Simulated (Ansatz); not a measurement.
Two shapes of singlet NH4(+).

Shape 1:

```xyz
5

N     0.0328   -0.0172   -0.0336
H     0.5523    0.5992    0.6209
H     0.5778   -0.6318   -0.6233
H    -0.5615    0.5805   -0.5596
H    -0.5874   -0.5594    0.6294
```

Shape 2:

```xyz
5

N     0.0000    0.0000    0.0000
H     0.5469    0.5469    0.5469
H     0.5469   -0.5469   -0.5469
H    -0.5469    0.5469   -0.5469
H    -0.5469   -0.5469    0.5469
```

Basis set: cc-pVTZ (spherical functions). Left uncorrelated: 1 orbital. Charge 1, multiplicity 1.

Computed with Ansatz (development build ahead of 0.2.0); each method stands on the lowest determinant of its kind that the runs found.

Task: Which shape is lower in energy, and by how much in each method?

Result:

```json
{"method": "RHF", "E(2) − E(1) (eV)": "0.262"}
{"method": "RHF-MP2", "E(2) − E(1) (eV)": "0.418"}
```

Shape 1 is lower.
